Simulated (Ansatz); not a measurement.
A calculation on rock-salt SrO returned lattice constant a 5.161 Å, formation enthalpy -2.812 eV/atom.

For reference: lattice constant a 5.16 Å (measured, 300 K, not corrected to a static lattice; as tabulated in Santana et al. (2016), arXiv:1608.06321); formation enthalpy -3.068 eV/atom (measured, 298 K, no zero-point or thermal correction; as tabulated in Friedrich et al. (2018), arXiv:1811.08952).

Q: Which level of theory produced these numbers?
A. rVV10 (Ansatz, a first-principles code)
B. PBE (Ansatz)
C. LDA (Ansatz)
D. PBE-D4 (Ansatz)

A: D, PBE-D4 (Ansatz)

The others give: PBE 5.195 Å, -2.719 eV/atom; rVV10 5.191 Å, -2.980 eV/atom; LDA 5.064 Å, -3.080 eV/atom.

Unless a cell is named, each level is at its own relaxed cell (LDA 16.23, PBE 17.52, PBE-D4 17.19, rVV10 17.49 Å³/atom).

Caveats: a distance lies near a switch of the dispersion term, which can move the cell (PBE-D4). Ansatz's density-functional and Hartree–Fock values are scalar-relativistic unless marked +SOC, with PAW data made under PBE.
